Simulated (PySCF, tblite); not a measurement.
## aluminium trifluoride and phosphine

A gas-phase complex of aluminium trifluoride and phosphine; neutral, singlet. The structure comes from a short search (6 tight-binding starts) and was relaxed by PBE0-D3(BJ)/def2-SVPD; another way of binding may lie lower. Frequencies by PBE0-D3(BJ)/def2-SVPD show no clear imaginary mode.

Parts: 1 = aluminium trifluoride ([F][Al]([F])[F]), atoms 1–4; 2 = phosphine (P), atoms 5–8.

```xyz
8

F     0.450    0.553   -1.647
Al    0.042   -0.434   -0.354
F    -1.589   -0.678   -0.052
F     1.086   -0.474    0.958
P     0.626   -2.615   -1.379
H     1.901   -2.713   -1.982
H     0.649   -3.758   -0.547
H    -0.190   -3.084   -2.434
```
Atoms count from 1 in this order.

```
 contact  kind (by geometry)  distance (Å)  angle (°)
Al2···P5                bond         2.479          -
```

The parts are joined by the bond Al2–P5, so these are energies of forming such bonds; deforming the relaxed parts to their shape in the adduct costs 8.0 kcal/mol, which the interaction energies leave out.

Interaction energies are complex less parts, with the parts frozen as they stand in it; counterpoise-corrected, in kcal/mol (PySCF).

Question: How strongly do the parts interact, level by level?

Answer: 
| level | interaction | superposition error removed |
| --- | --- | --- |
| wB97M-D3(BJ)/def2-TZVPD | -27.79 | -0.29 |
| PBE0-D3(BJ)/def2-TZVPD | -31.06 | -0.28 |

Question: What holds them together? Decompose the wB97M-D3(BJ)/def2-TZVPD energy: frozen parts, their antisymmetrised product, then relaxation.

Answer: electrostatic -38.2, Pauli repulsion +42.5, orbital relaxation -30.7, dispersion correction -1.7 kcal/mol, which sum to the value before the counterpoise correction; the Pauli term holds the exchange-correlation of the frozen density too. Of the attraction, 54 % is electrostatic, 43 % is orbital relaxation, 2 % is dispersion correction.

The parts were also relaxed and run alone, at the levels used for the complex: shieldings by PBE0/pcSseg-2; core levels by delta-SCF with SCAN, pcX-2 on the ionised atom and pcseg-1 elsewhere, spin-free X2C (2p3/2 is the spin-free 2p value less a third of a first-order spin-orbit splitting).

Values alone: shielding of Al2 (ppm): 507.0; shielding of P5 (ppm): 575.9; F1 1s core level (eV): 693.01; Al2 2p3/2 core level (eV): 83.71; P5 2p3/2 core level (eV): 137.09.

Question: How do these values change when the complex forms?

Answer: 
| property | alone | in the complex | change |
| --- | --- | --- | --- |
| shielding of Al2 (ppm) | 507.0 | 512.4 | +5.3 |
| shielding of P5 (ppm) | 575.9 | 513.6 | -62.3 |
| F1 1s core level (eV) | 693.01 | 691.42 | -1.58 |
| Al2 2p3/2 core level (eV) | 83.71 | 81.38 | -2.34 |
| P5 2p3/2 core level (eV) | 137.09 | 139.12 | +2.03 |

Question: What are the binding energy from relaxed parts (wB97M-D3(BJ)/def2-TZVPD), and ΔH and ΔG of association at 298.15 K and 1 atm?

Answer: -19.83 kcal/mol, -17.91 with zero-point energy; ΔH -18.1 and ΔG -8.8 kcal/mol, from harmonic vibrations by PBE0-D3(BJ)/def2-SVPD with low modes damped.
